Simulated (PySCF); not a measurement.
Start geometry of `C=C(C)C` from MMFF94s (Å):
```
atom  x, y, z in Å
C1     1.4245   -0.6745    0.4390
C2     0.1645   -0.0932    0.0503
C3    -1.1835   -0.7181    0.4229
C4     0.1831    1.1738   -0.7847
H5     2.2938   -0.1547    0.1069
H6     1.4136   -1.4856    1.0205
H7    -1.6943   -0.0152    1.0376
H8    -0.9320   -1.5974    1.0369
H9    -1.6970   -0.9770   -0.3851
H10    1.0609    1.5667   -0.9936
H11   -0.4653    0.9485   -1.6868
H12   -0.4528    1.9440   -0.2130
```

Question: What comes out of this run: PBE0-D3(BJ)/def2-SVP geometry optimisation, gas phase in PySCF 2.14.0?

Answer: 
```
atom  x, y, z in Å
C1     1.3534   -0.3446    0.7066
C2     0.1957   -0.0532    0.1019
C3    -1.0667   -0.8108    0.3879
C4     0.0777    1.0509   -0.9065
H5     2.2672    0.2158    0.4896
H6     1.4256   -1.1538    1.4391
H7    -1.8528   -0.1346    0.7654
H8    -0.9112   -1.6058    1.1304
H9    -1.4667   -1.2699   -0.5324
H10    1.0324    1.5719   -1.0614
H11   -0.2642    0.6581   -1.8795
H12   -0.6750    1.7932   -0.5901
```

The energy falls by 120.7 kJ/mol over 10 energy and gradient evaluations, the largest force component goes from 0.1440 to 3.3e-04 Eh/bohr, and the atoms move by 0.053 Å rms after alignment. The bond that changes most is C4–H10 (allylic carbon to methyl hydrogen), which lengthens by 0.114 Å. Bonds longer at the end by more than 0.005 Å: 5 of 11; shorter: 5. Among the angles that change most is H5–C1–H6, from 125.9° to 117.2°. Rotational constants go from 8812, 8078, 4443 to 9131, 8418, 4633 MHz. The orientation of the end geometry is arbitrary; only internal coordinates are fixed.

The run used 96 basis functions and 64 SCF cycles in all.

No frequency check.
